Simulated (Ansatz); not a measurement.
A made-up structure of C2H5Si, doublet:

C1  (-0.678, 1.012, -0.684)
C2  (0.083, 0.011, 0.035)
Si3  (0.850, -1.233, 0.845)
H4  (-1.653, 0.616, -1.001)
H5  (0.269, -1.303, 2.139)
H6  (-0.878, 1.895, -0.067)
H7  (2.195, -1.077, 1.438)
H8  (0.241, -2.571, 1.025)
(Å)

It is relaxed with PBE-D4/def2-SVP and then PBE0-D4/def2-TZVP (Ansatz 0.2.0). Atoms count as bonded within 1.22 times the sum of their covalent radii (H–H: 0.88 Å). The end point is not checked to be a true minimum.

(1) Does its bonding change? (A judgement: the text doesn't fix the answer.)

## Answers

(1) Computed: No: no bond forms or breaks.

Where it ends: The first stage lowers the energy by 2.48 eV in 12 steps. It ends as C₂H₅Si ([CH2][C][SiH3]):
C1  (-0.783, 0.901, -0.437)
C2  (-0.061, 0.190, 0.379)
Si3  (0.707, -1.247, 1.177)
H4  (-1.385, 0.446, -1.228)
H5  (0.302, -1.282, 2.605)
H6  (-0.829, 1.990, -0.381)
H7  (2.183, -1.122, 1.083)
H8  (0.294, -2.527, 0.532)
(Å)

Labels in which every atom is bracketed show which atoms are joined, not bond orders.

For scale, one of the runs: PBE0-D4/def2-TZVP relaxation, 129 basis functions, launched by `ansatz run in.yaml --threads 2 --pin off --events-out ev --progress --plain --max-ram 4352MiB`. The run took about 23 s on 2 CPU threads of an Arm Neoverse V2 (shared host).
